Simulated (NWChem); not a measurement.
## Polarisability of FLi

SMILES: [F][Li]
```xyz
2

Li     0.0000     0.0000    -1.1467
F      0.0000     0.0000     0.3822
```
Charge 0, spin multiplicity 1.

Program: NWChem. The geometry was optimised at B3LYP/def2-SVP, a minimum by its harmonic frequencies.

Basis set: aug-cc-pVDZ. Static limit.

| method | isotropic polarisability (bohr³) | difference from CCSD linear response |
|---|---|---|
| PBE | 11.39 | +2.44 |
| LDA (SVWN5) | 11.13 | +2.18 |
| HF | 6.79 | -2.16 |
| B3LYP | 9.91 | +0.96 |
| CCSD linear response | 8.95 | 0.00 |

The values span 4.60 bohr³, from HF (lowest) to PBE (highest). 

The correlated methods keep 1 core orbital frozen. B3LYP has NWChem's definition, with VWN1-RPA local correlation. The structure started from a generated list of species. Coupled-cluster values serve here as a point of comparison, not as the truth.
